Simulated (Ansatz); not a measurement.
The first iterations of a band of Cl2H2Si (5 atoms, charge 0, multiplicity 1).

The calculation used RKS revPBE/def2-SVP in Ansatz 0.2.0.

```
movable images  : 5
climbing image  : yes
spring          : 5.0 eV/Å²
optimiser       : quadratic models (default)
start path      : through a guess of the saddle point
force threshold : 0.05 eV/Å
iteration limit : 60
end points      : relaxed
```

First end point:

```xyz
5
Properties=species:S:1:pos:R:3
Si 0.290 0.008 0.086
Cl 0.664 0.030 2.132
H 1.600 0.030 -0.637
Cl -0.799 1.689 -0.471
H -0.517 -1.210 -0.235
```

Last end point:

```xyz
5
Properties=species:S:1:pos:R:3
Si -0.282 -0.211 -0.870
Cl 1.459 -0.168 1.443
H 2.491 0.260 0.779
Cl -1.253 1.670 -0.597
H -1.180 -1.004 0.120
```

| iteration | highest image above the first end (eV) | largest band force component (eV/Å) |
| --- | --- | --- |
| 1 | 4.167 | 6.146 |
| 2 | 3.208 | 2.845 |
| 3 | 2.999 | 1.748 |

Question: Does the band converge within its limit, and where does its top end?

Answer: The forces met the threshold. It ended after 9 iterations with the highest image 2.671 eV above the first end. Neighbouring images differ by up to 1.5 eV, so the band resolves the path poorly. A vibrational analysis at the climbing image gives one clearly imaginary mode, 393i cm⁻¹: a first-order saddle point. The orbitals stay closed-shell, which can raise the energy where a bond breaks towards radicals; this wasn't checked here.

Time of the run: 60 s on 1 thread of Arm Neoverse V2 (shared host), peak memory 0.11 GiB.
